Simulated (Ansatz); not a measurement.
## Palladium, fcc: convergence with Gaussian smearing

Computed with Ansatz, LDA, scalar-relativistic PAW, on the relaxed cell (a = 3.841 Å; non-magnetic). Errors count from a run at 420 eV on a Γ-centred 23×23×23 mesh with Fermi-Dirac smearing of 0.05 eV, extrapolated to zero width. Fixed here: cutoff 420 eV, mesh 14×14×14.

| width (eV) | E(σ→0) error (meV/atom) | F error (meV/atom) | P (GPa) | SCF iterations |
| --- | --- | --- | --- | --- |
| 0.01 | 10.7 | 10.7 | 0.09 | 13 |
| 0.03 | 10.7 | 10.4 | 0.10 | 14 |
| 0.1 | 11.9 | 5.1 | 0.00 | 20 |
| 0.2 | 9.3 | -14.5 | 0.15 | 21 |
| 0.3 | 2.7 | -41.4 | 0.41 | 17 |
| 0.6 | -27.1 | -145.7 | 1.20 | 15 |
| 1.0 | -70.2 | -327.8 | 2.66 | 15 |
